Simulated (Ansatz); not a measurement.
Diamond-structure Ge, treated with HSE06 (Ansatz, a quantum-chemistry and plane-wave program, PAW).

The same calculation (at the measured cell, 22.641 Å³/atom) with different numerical settings:

| run | k mesh | gap on the mesh (eV) | total energy (eV/atom) |
|---|---|---|---|
| 1 | 4×4×4 | 0.873 | -4295.7407 |
| 2 | 6×6×6 | 0.807 | -4295.8385 |
| 3 | 8×8×8 | 0.791 | -4295.8524 |
| 4 | 10×10×10 | 0.786 | -4295.8551 |
| 5 | 12×12×12 | 0.784 | -4295.8558 |

In the column total energy (eV/atom) the first row differs from the last by +0.1151 and the next to last by +0.0007.

The last row is no converged limit: other settings stay fixed.

Spin–orbit coupling is not included.
